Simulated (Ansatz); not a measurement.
Compare A (`CC(C)=CF`) with its isomer B (`FC1CCC1`).

Program: Ansatz. Geometries: PBE0-D4/def2-TZVP. ΔE: electronic, gas phase. CBS: MP2 limit from def2 TZ/QZ plus the TZ coupled-cluster correction, frozen cores. Functionals use def2-TZVPP. B3LYP here is the variant with VWN-RPA as its local correlation; programs differ in this.

A:

```xyz
12

C    -0.770   -0.994    0.621
C     0.159    0.038    0.073
C    -0.272    0.782   -1.149
C     1.330    0.311    0.626
F     1.778   -0.321    1.724
H    -0.365   -1.477    1.508
H    -0.974   -1.763   -0.131
H    -1.733   -0.543    0.880
H    -0.451    0.092   -1.980
H     0.474    1.512   -1.468
H    -1.212    1.313   -0.968
H     2.036    1.050    0.264
```

B:

```xyz
12

F    -1.635   -0.494   -1.454
C    -0.980   -0.181   -0.285
C     0.208   -1.057    0.104
C     0.894    0.233    0.603
C    -0.060    1.036   -0.306
H    -1.732   -0.122    0.507
H     0.043   -1.878    0.802
H     0.695   -1.435   -0.797
H     0.695    0.415    1.661
H     1.963    0.335    0.425
H     0.363    1.158   -1.305
H    -0.453    1.992    0.043
```

Q: Which is lower in electronic energy at CCSD(T)/CBS, and by how much? (Best estimate.)

A: Ansatz gave: A, by 19.4 kJ/mol.

Q: Give E(B) − E(A) in kJ/mol with CCSD(T)/def2-TZVPP, B2PLYP, HF/def2-TZVPP, B3LYP-D4, PBE-D4, r2SCAN-D4, PBE0-D4. (Best estimate.)

A: Ansatz gave: CCSD(T)/def2-TZVPP 18.4, B2PLYP 27.6, HF/def2-TZVPP 26.7, B3LYP-D4 33.8, PBE-D4 21.5, r2SCAN-D4 24.2, PBE0-D4 11.5. None reverses the order clearly.

Largest T1 diagnostic: 0.011.

In def2-TZVPP, CCSD(T) changes the Hartree–Fock value by −8.3 kJ/mol (the triples alone add +1.9 kJ/mol) and MP2 by −13.3 kJ/mol. From PBE to PBE0 (25 % exact exchange), in def2-TZVPP and without D4, E(B) − E(A) moves by −10.2 kJ/mol.
